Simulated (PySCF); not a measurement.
Point-charge models of `NCC#CCF` against its computed dipole.

Coordinates (GFN2-xTB, Å) and charges (e) from the PBE0/pcSseg-1 density (PySCF):

```json
{"atom": "N1", "x": "-2.376", "y": "0.128", "z": "0.337", "Mulliken": "-0.4421", "IAO": "-0.5590", "Hirshfeld": "-0.2323", "ESP-fitted": "-1.0977"}
{"atom": "C2", "x": "-1.474", "y": "-0.819", "z": "-0.301", "Mulliken": "-0.0245", "IAO": "-0.1618", "Hirshfeld": "-0.0096", "ESP-fitted": "+0.6683"}
{"atom": "C3", "x": "-0.071", "y": "-0.435", "z": "-0.206", "Mulliken": "-0.1070", "IAO": "-0.0564", "Hirshfeld": "-0.0502", "ESP-fitted": "-0.4722"}
{"atom": "C4", "x": "1.051", "y": "-0.032", "z": "-0.073", "Mulliken": "-0.2329", "IAO": "-0.0932", "Hirshfeld": "-0.0770", "ESP-fitted": "+0.0393"}
{"atom": "C5", "x": "2.399", "y": "0.475", "z": "0.100", "Mulliken": "+0.2286", "IAO": "+0.0293", "Hirshfeld": "+0.0375", "ESP-fitted": "+0.0649"}
{"atom": "F6", "x": "2.392", "y": "1.666", "z": "0.796", "Mulliken": "-0.3353", "IAO": "-0.3221", "Hirshfeld": "-0.1266", "ESP-fitted": "-0.2216"}
{"atom": "H7", "x": "-2.149", "y": "0.221", "z": "1.322", "Mulliken": "+0.1754", "IAO": "+0.2498", "Hirshfeld": "+0.1129", "ESP-fitted": "+0.4168"}
{"atom": "H8", "x": "-2.278", "y": "1.046", "z": "-0.086", "Mulliken": "+0.1754", "IAO": "+0.2498", "Hirshfeld": "+0.1129", "ESP-fitted": "+0.4135"}
{"atom": "H9", "x": "-1.615", "y": "-1.797", "z": "0.173", "Mulliken": "+0.1492", "IAO": "+0.1680", "Hirshfeld": "+0.0579", "ESP-fitted": "-0.0055"}
{"atom": "H10", "x": "-1.756", "y": "-0.903", "z": "-1.356", "Mulliken": "+0.1492", "IAO": "+0.1679", "Hirshfeld": "+0.0578", "ESP-fitted": "-0.0086"}
{"atom": "H11", "x": "2.869", "y": "0.678", "z": "-0.870", "Mulliken": "+0.1320", "IAO": "+0.1638", "Hirshfeld": "+0.0584", "ESP-fitted": "+0.1026"}
{"atom": "H12", "x": "3.010", "y": "-0.228", "z": "0.682", "Mulliken": "+0.1320", "IAO": "+0.1638", "Hirshfeld": "+0.0584", "ESP-fitted": "+0.1002"}
```

**Question.** Form Σ q r in debye for every column and set it beside the full dipole.

**Answer.** The full density gives (0.53, -1.06, -0.66) D, 1.36 D in size; dipole vectors point from the negative to the positive end.

```csv
scheme,μx,μy,μz,size (D),share of the full size (%),angle to the full dipole (°)
Mulliken,0.44,-2.66,-1.59,3.13,231,15
IAO,0.31,-2.39,-1.42,2.80,206,17
Hirshfeld,-0.36,-0.85,-0.46,1.04,76,44
ESP-fitted,0.51,-1.12,-0.68,1.41,104,2
```

**Question.** Which set comes closest?

**Answer.** Length of the difference vector: ESP-fitted 0.07 D, Hirshfeld 0.94 D, IAO 1.55 D, Mulliken 1.85 D. Closest: ESP-fitted. ESP charges are fitted to the potential around the molecule, whose slowest-falling term is the dipole's. The schemes that divide the density aren't constrained to reproduce the dipole.

**Question.** What is left for the Hirshfeld atoms' own dipoles?

**Answer.** The Hirshfeld atoms' densities add up to the full density, so μ = Σ q r + Σ (atomic dipoles). The atomic dipoles sum to (0.53, -1.06, -0.66) − (-0.36, -0.85, -0.46) = (0.89, -0.21, -0.20) D, 0.94 D in size.

**Question.** With the origin at the mean of the coordinates, (0.000, 0.000, 0.043) Å, which are the largest single terms, by size, of the ESP-fitted dipole along the direction of the full one?

**Answer.** N1 +6.16, H7 -3.27, H8 -3.25, C3 -0.98, F6 +0.79 D; all 12 atoms together +1.41 D. The single terms depend on the origin, their sum doesn't.

**Question.** Give the size of the full dipole in other units.

**Answer.** 1.36 D = 0.533 au = 0.282 e·Å = 4.52 × 10⁻³⁰ C·m.

The structure is a single GFN2-xTB conformer in the gas phase; no vibrational or solvent corrections.

Shape of the structure used: `[NH2:1][CH2:2][C:3]#[C:4][CH2:5][F:6]`: H–N1–C2–C3 -59°, H–N1–C2–C3 59°.
